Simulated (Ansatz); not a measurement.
Geometry optimisation, UKS PBE-D4/STO-3G in Ansatz 0.2.0.

Input:

```yaml
crystal:
  periodic: [false, false, false]
  atoms:
    - { symbol: H, position_ang: [-0.88248, 0.389962, -0.365401] }
    - { symbol: "N", position_ang: [-0.575822, 1.239214, -0.903677] }
    - { symbol: Si, position_ang: [1.071921, 1.68464, -0.316572] }
    - { symbol: Si, position_ang: [-0.899365, -2.053978, 0.817426] }
    - { symbol: H, position_ang: [-0.449553, 0.834191, -1.8839] }
    - { symbol: H, position_ang: [2.086846, 0.63111, -0.43786] }
    - { symbol: H, position_ang: [1.518155, 2.835887, -1.090728] }
    - { symbol: H, position_ang: [0.950784, 2.027568, 1.09173] }
    - { symbol: H, position_ang: [-1.079609, -3.074704, -0.215139] }
    - { symbol: H, position_ang: [-2.044846, -2.121541, 1.725207] }
    - { symbol: H, position_ang: [0.30397, -2.39235, 1.578814] }
magnetization:
  spin_polarized: true
  initial_magnetization: 1
basis:
  gaussian: { orbitals: STO-3G }
hamiltonian:
  xc: pbe
  dispersion: d4
relax:
  f_tol: 0.03
  max_steps: 50
```

Launched with:

```bash
$ ansatz run input.yaml --threads 1 --pin off --max-ram 2048MiB --backend cpu --events-out ev --progress --plain --runs-dir out
```

**Question.** Where does it end, and by what steps?

**Answer.** The run converged. The force dipped under the threshold on the way, but the program's further checks kept it going. Limits of this set-up: minimal basis. After 9 steps the energy has fallen by 0.390 eV; H11 moved furthest, 0.61 Å. Joined: H1–Si4.

```
step  energy less start (eV)  largest force component (eV/Å)  accepted
   0                  0.0000                           0.890       yes
   1                 -0.1200                           0.587       yes
   2                 -0.2777                           1.060       yes
   3                 -0.3666                           0.388       yes
   4                 -0.3697                           0.611       yes
   5                 -0.3859                           0.185       yes
   6                 -0.3855                           0.116        no
   7                 -0.3881                           0.030       yes
   8                 -0.3893                           0.022       yes
   9                 -0.3896                           0.027       yes
```

```xyz
11
Properties=species:S:1:pos:R:3
H -0.891 -0.041 -0.136
N -0.657 0.964 -0.769
Si 1.015 1.502 -0.232
Si -0.852 -1.638 0.617
H -0.468 0.527 -1.741
H 2.061 0.496 -0.414
H 1.364 2.675 -1.021
H 0.937 1.849 1.177
H -0.968 -2.694 -0.384
H -1.945 -1.795 1.570
H 0.404 -1.844 1.333
```

Whether the end is a true minimum wasn't checked by a vibrational analysis.

Time of the run: 27 s on 1 thread of Arm Neoverse V1, with other jobs on the host, peak memory 0.12 GiB.
